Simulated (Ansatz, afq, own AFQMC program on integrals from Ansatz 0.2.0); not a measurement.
## Atomization energy of AlSiH, singlet

```tsv
atom	x (Å)	y (Å)	z (Å)
Si	0.0000	-0.0660	1.2777
Al	0.0000	0.0144	-1.3676
H	0.0000	1.4550	1.0066
```

Connectivity, by distances: SiH–Al.

Atoms in their ground-state spins without spin–orbit coupling (mostly on UHF) minus the molecule (RHF), without zero-point energy. The geometry is a stationary point, not shown to be a minimum.

Basis cc-pVDZ. Only valence electrons are correlated. Ansatz 0.2.0 and our own AFQMC program on the same integrals; the CISD trial comes from CCSD amplitudes, and released means the phaseless constraint is let go. Uncertainties: one standard error, sampling alone. The errors of all members are added in quadrature.

No full CI on the walks' own integrals is used here; CCSDTQ serves as the reference and is uncertain by about the last step of the cluster series. Each member takes its own surest rung, up to full CI.

The best estimate is CCSD(T) at the basis-set limit (CBS: def2-TZVPP and def2-QZVPP, with their diffuse functions for anions and beside diffuse sets, CCSD(T) itself extrapolated) plus the step from CCSD(T) to CCSDTQ in cc-pVDZ. Rows without CBS are in cc-pVDZ; B2PLYP and the wave-function rows carry a basis error of their own. Core correlation and relativity beyond core potentials are missing, and ± holds the sampling alone.

Cautions: AlSiH (singlet): another spin lies lower, restricted determinant unstable towards unrestricted (UHF 691 meV lower, ⟨S²⟩ 1.13), the released energies are still falling, so no released level is given (meV from the phaseless value at times in 1/Eh: -7 ± 4 at 0.24, -14 ± 3 at 0.51, -17 ± 3 at 0.99, -21.3 ± 1.9 at 1.62, -29 ± 4 at 2.40), CCSDTQ on the UHF determinant differs (436 meV lower), perhaps since the unrestricted series falls towards higher spin, its ph-AFQMC/CISD value lies 49.0 ± 2.5 meV above CCSDTQ.

Best estimate: 5.074 eV.

```json
{"level": "HF", "atomization energy (eV)": "2.834", "error against the best estimate (eV)": "-2.240"}
{"level": "MP2", "atomization energy (eV)": "4.111", "error against the best estimate (eV)": "-0.963"}
{"level": "CCSD", "atomization energy (eV)": "4.234", "error against the best estimate (eV)": "-0.840"}
{"level": "CCSD(T)", "atomization energy (eV)": "4.327", "error against the best estimate (eV)": "-0.747"}
{"level": "ph-AFQMC/CISD", "atomization energy (eV)": "4.329 ± 0.003", "error against the best estimate (eV)": "-0.744 ± 0.003"}
{"level": "HF/CBS", "atomization energy (eV)": "2.985", "error against the best estimate (eV)": "-2.089"}
{"level": "MP2/CBS", "atomization energy (eV)": "4.807", "error against the best estimate (eV)": "-0.267"}
{"level": "CCSD(T)/CBS", "atomization energy (eV)": "5.029", "error against the best estimate (eV)": "-0.044"}
{"level": "surest rungs in cc-pVDZ", "atomization energy (eV)": "4.371", "error against the best estimate (eV)": "-0.702"}
```

Correlation beyond CCSD(T) adds 0.044 eV. Going to the basis-set limit adds 0.702 eV at CCSD(T). The perturbative (T) step is worth +0.093 eV.

Best estimates are given only where the step beyond CCSD(T) is under 0.3 eV and no member's determinant is very poor (T1 over 0.05, or 0.07 for open shells, ⟨S²⟩ too high by 0.3, two states mixed), so the hardest cases are missing from such tables.

Each member of a difference takes its own highest rung, so a best estimate needn't equal the limit plus the step of one row. A walk keeps the symmetry of its determinant, which the program's search chose and which needn't be the lowest solution, so a lower state of the same spin and another symmetry isn't excluded.
